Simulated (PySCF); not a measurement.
# Core binding energy against partial charge

Compound: 1-ethenylaziridine, C4H7N.
SMILES with atom numbers: `[CH2:1]=[CH:2][N:3]1[CH2:4][CH2:5]1`

Structure used (PBE0-D3(BJ)/def2-SVP), in Å, numbered top down from 1:
```
atom  x, y, z in Å
C1     1.5291   -0.4538   -0.9384
C2     0.9842    0.0810    0.1611
N3    -0.2762   -0.2062    0.6704
C4    -1.4212   -0.4087   -0.1652
C5    -1.3259    0.7746    0.7373
H6     2.5583   -0.2154   -1.2100
H7     0.9819   -1.1606   -1.5679
H8     1.5563    0.7732    0.7900
H9    -1.3040   -0.2226   -1.2410
H10   -2.0717   -1.2514    0.0917
H11   -1.1538    1.7466    0.2574
H12   -1.8994    0.8117    1.6700
```

Binding energies: PySCF, delta-SCF UKS SCAN, pcX-2 on the ionised atom, pcseg-1 elsewhere, spin-free X2C. Charges: PBE0/pcSseg-1 ground-state density, for the ionised atom.

| atom | environment | C 1s (eV) | Mulliken (e) | IAO (e) | Hirshfeld (e) | ESP (e) |
| --- | --- | --- | --- | --- | --- | --- |
| C1 | terminal =CH2 carbon | 289.61 | -0.245 | -0.391 | -0.144 | -0.538 |
| C2 | vinylic carbon bearing nitrogen | 291.22 | +0.013 | -0.039 | -0.001 | +0.011 |
| C4 | sp3 carbon bound to nitrogen | 291.62 | -0.104 | -0.180 | -0.038 | -0.201 |

Question: Give the correlation coefficient and slope of binding energy on charge for each scheme.

Answer: Hirshfeld: r = 0.90, slope 13.0 eV per e; ESP: r = 0.83, slope 3.2 eV per e; IAO: r = 0.82, slope 5.0 eV per e; Mulliken: r = 0.79, slope 6.5 eV per e. Hirshfeld charges have the highest r, on only 3 points.

Question: The point-charge model writes a binding energy as kq + V + constant, with V the potential of the other atoms' charges at the site. What does it give with the Mulliken charges?

Answer: V = Σ 14.40 eV Å × q/r over all other atoms: +2.61 eV at C1, -2.80 eV at C2, +0.19 eV at C4. Fitting binding energy − V to q gives k = 27.4 eV per e and leaves an rms residual of 0.28 eV, against 0.53 eV for the fit on q alone. The model has no term for differences in relaxation between sites.

Spin contamination (⟨S²⟩ against 0.75 for a pure doublet) is marked for C 1s of C2 (0.85), which makes this value less certain. Geometry: PBE0-D3(BJ)/def2-SVP, one conformer, isolated molecule.
